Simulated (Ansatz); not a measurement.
The parent structure is Pt in the fcc (Cu type) structure (space group Fm-3m, No. 225; a = 3.918 Å).

Method: PBEsol/PAW in Ansatz (a first-principles code), no spin-orbit coupling, earlier PAW set.

One thing is altered: full substitution Pt → Pd, then cell and atoms are relaxed.

Measured lattice parameter a: Pt 3.913 Å (static lattice; corrected from measurement; as listed in Daniel Mejia-Rodriguez, S. B. Trickey, Phys. Rev. B (2018)); Pd 3.876 Å (static lattice; corrected from measurement; as listed in Daniel Mejia-Rodriguez, S. B. Trickey, Phys. Rev. B (2018)).

How well does PBEsol reproduce the measured shift?

With PBEsol the lattice parameter a moves by -0.043 Å (3.918 → 3.876) against -0.037 Å measured.

No phonon test of stability was made. All final runs are without spin polarisation.
